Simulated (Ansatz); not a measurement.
# ErCl3: one state, many levels

The task here is to estimate one member of a computed series from the others.

Program: Ansatz 0.2.0, Gaussian basis. Level of theory: as each input shows. These are calculated values, not measurements.

Plan: PBE-D4/def2-TZVP, r2SCAN-D4/def2-TZVP, B3LYP-D4/def2-TZVP, BLYP-D4/def2-TZVP, PBE-QIDH/def2-TZVP, LC-ωPBE/def2-TZVP, HF/def2-TZVP, LC-ωPBE(0.10)/def2-SVP, LC-ωPBE(0.15)/def2-SVP, LC-ωPBE(0.20)/def2-SVP, LC-ωPBE(0.30)/def2-SVP, PBE-D4/def2-SVP, PBE0-D4/def2-SVP, CCSD(T)/def2-SVP, MP2/def2-TZVP, RPA/def2-TZVP.

## The structure

The quartet was relaxed beforehand with r2SCAN-D4/def2-SVP.

4 atoms, charge 0, spin multiplicity 4.

Atoms are counted from 1 here; the program's logs count them from 0.

Bond lengths: Er1–Cl2 2.410 Å, Er1–Cl3 2.410 Å, Er1–Cl4 2.410 Å. Angles: Cl2–Er1–Cl3 119.9°, Cl2–Er1–Cl4 120.2°, Cl3–Er1–Cl4 119.8°.

Er takes a core potential in the def2 sets. No spin-orbit coupling is included.

PBE0-D4/def2-TZVP was run before; its log isn't repeated, and its numbers join the tables.

Set-up of the first run:

start.molden holds the orbitals of an earlier run on this state, given as this run's starting guess.

File in.yaml:

```yaml
crystal:
  periodic: [false, false, false]
  atoms:
    - {symbol: Er, position_ang: [0.001224, -0.001312, 0.008619]}
    - {symbol: Cl, position_ang: [2.411072, -0.020520, 0.026000]}
    - {symbol: Cl, position_ang: [-1.184996, 2.096244, -0.012631]}
    - {symbol: Cl, position_ang: [-1.227300, -2.074422, -0.021998]}
basis:
  gaussian: {orbitals: def2-TZVP, initial_orbitals: start.molden}
magnetization: {spin_polarized: true, initial_magnetization: 3}
hamiltonian: {xc: pbe, dispersion: d4}
scf: {omitted_lower_state_checks: [starts]}
output: {forces: true, orbitals: {seedname: orbitals}}
```

The run is started by

```bash
$ ansatz run in.yaml --threads 4 --pin off --events-out ev --progress --plain --max-ram 8704MiB
```

Among the steps run: PBE-D4/def2-TZVP; r2SCAN-D4/def2-TZVP; B3LYP-D4/def2-TZVP; BLYP-D4/def2-TZVP; PBE-QIDH/def2-TZVP; LC-ωPBE/def2-TZVP; HF/def2-TZVP; LC-ωPBE(0.10)/def2-SVP; LC-ωPBE(0.15)/def2-SVP; LC-ωPBE(0.20)/def2-SVP; LC-ωPBE(0.30)/def2-SVP; PBE-D4/def2-SVP; PBE0-D4/def2-SVP; CCSD(T)/def2-SVP; MP2/def2-TZVP; RPA/def2-TZVP.

One table of the session follows, with a row left open; its other results are not shown here.

| level | HOMO (eV) | LUMO (eV) | gap (eV) |
| --- | --- | --- | --- |
| HF/def2-TZVP | -12.33 | -0.31 | 12.02 |
| PBE-D4/def2-SVP | -7.57 | -6.52 | 1.05 |
| PBE-D4/def2-TZVP | -7.79 | -6.72 | 1.07 |
| BLYP-D4/def2-TZVP | -7.60 | -6.45 | 1.15 |
| r2SCAN-D4/def2-TZVP | -8.12 | -5.13 | 2.99 |
| B3LYP-D4/def2-TZVP | -8.84 | -4.15 | 4.69 |
| PBE0-D4/def2-SVP | -8.95 | -3.36 | 5.59 |
| PBE0-D4/def2-TZVP | ? | ? | ? |
| LC-ωPBE/def2-TZVP | -11.93 | -2.75 | 9.18 |
| LC-ωPBE(0.10)/def2-SVP | -9.04 | -5.12 | 3.92 |
| LC-ωPBE(0.15)/def2-SVP | -9.68 | -4.60 | 5.07 |
| LC-ωPBE(0.20)/def2-SVP | -10.23 | -4.20 | 6.02 |
| LC-ωPBE(0.30)/def2-SVP | -11.11 | -3.55 | 7.55 |

**Question.** Estimate the row for PBE0-D4/def2-TZVP.

As computed: HOMO (eV): -9.13; LUMO (eV): -3.42; gap (eV): 5.71. In the column «HOMO (eV)» it lies between LC-ωPBE(0.15)/def2-SVP (-9.68) and LC-ωPBE(0.10)/def2-SVP (-9.04).
